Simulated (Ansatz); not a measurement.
`COC(C)(F)F` + HCl → `COC(C)(F)Cl` + H–F  (substitution at a C–F bond)

Calculated with Ansatz (gas phase, PBE0-D4/def2-TZVP geometries, no zero-point term in ΔE). CCSD(T)/CBS is the MP2 limit (def2-TZVPP, def2-QZVPP) plus CCSD(T) − MP2 in def2-TZVPP, frozen cores. This one scheme is used for every species. DFT in def2-TZVPP. B3LYP here is the variant with VWN-RPA as its local correlation; programs differ in this. Each species was taken in one conformer, which may not be the lowest.

```csv
level,ΔE (kJ/mol),difference from CCSD(T)/CBS
PBE-D4,27.8,2.5
PBE0-D4,32.3,7.0
B3LYP-D4,33.7,8.4
ωB97X-V,38.4,13.1
ωB97M-V,36.1,10.8
B2PLYP,35.4,10.1
PBE,32.1,6.8
PBE0,36.1,10.8
B3LYP,40.7,15.4
HF/def2-TZVPP,59.4,34.1
SCS-MP2/def2-TZVPP,29.2,3.9
CCSD/def2-TZVPP,37.8,12.5
HF/def2-QZVPP,59.0,33.7
MP2/def2-QZVPP,17.9,-7.4
HF/CBS(def2),58.9,33.6
CCSD/CBS(def2),30.0,4.7
CCSD(T)/CBS,25.3,0
```

Largest T1 diagnostic among the species: 0.011.

From PBE to PBE0 (25 % exact exchange), in def2-TZVPP and without D4, ΔE moves by +4.0 kJ/mol. In def2-TZVPP, CCSD(T) changes the Hartree–Fock value by −26.2 kJ/mol (the triples alone add −4.7 kJ/mol) and MP2 by −36.8 kJ/mol.
